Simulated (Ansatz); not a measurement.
C$_{3}$H$_{3}$F (`FC1C=C1`), 7 atoms. The species carries charge 0 and has multiplicity 1. All runs use 2 threads of an Arm Neoverse V1 on a shared host. Correlated methods freeze the cores. Open-shell runs search over several starts.

Question: Give the basis size and wall time and peak host memory of each of these runs in Ansatz. RKS BLYP-D4/def2-TZVPP energy; UKS ωB97M-V/def2-TZVPP energy of the cation; UHF-CCSD(T)/def2-TZVPP energy of the cation; UKS B2PLYP (frozen core)/def2-TZVPP energy of the cation; RKS ωB97M-V/def2-QZVPP energy; RKS SPW92 (LDA)/def2-TZVPP energy; RKS PBE0-D4/def2-TZVP frequencies; RKS PBE0-D4/def2-TZVP relaxation (6 steps); direct RPA on PBE orbitals/def2-TZVPP energy; UKS PBE0-D4/def2-TZVPP energy of the cation; UKS B3LYP-D4/def2-TZVPP energy of the cation; RKS BHLYP-D4/def2-TZVPP energy. (Best estimate.)

Answer: Computed: Other jobs shared the machine, so times are rough.

```
                                level                   job  functions  wall time  peak host memory (GiB)
           RKS SPW92 (LDA)/def2-TZVPP                energy        166      0.9 s                    0.14
               RKS BLYP-D4/def2-TZVPP                energy        166      1.4 s                    0.15
              RKS BHLYP-D4/def2-TZVPP                energy        166      1.8 s                    0.29
direct RPA on PBE orbitals/def2-TZVPP                energy        166      3.1 s                    0.28
  UKS B2PLYP (frozen core)/def2-TZVPP  energy of the cation        166      9.5 s                    0.37
               RKS ωB97M-V/def2-QZVPP                energy        318       13 s                     0.9
                RKS PBE0-D4/def2-TZVP  relaxation (6 steps)        142       14 s                    0.23
              UKS B3LYP-D4/def2-TZVPP  energy of the cation        166       16 s                    0.46
               UKS PBE0-D4/def2-TZVPP  energy of the cation        166       17 s                    0.46
               UKS ωB97M-V/def2-TZVPP  energy of the cation        166       46 s                    0.62
                RKS PBE0-D4/def2-TZVP           frequencies        142       61 s                    0.23
               UHF-CCSD(T)/def2-TZVPP  energy of the cation        166    2.4 min                     3.5
```

B3LYP here is the variant with VWN-RPA as its local correlation; programs differ in this.
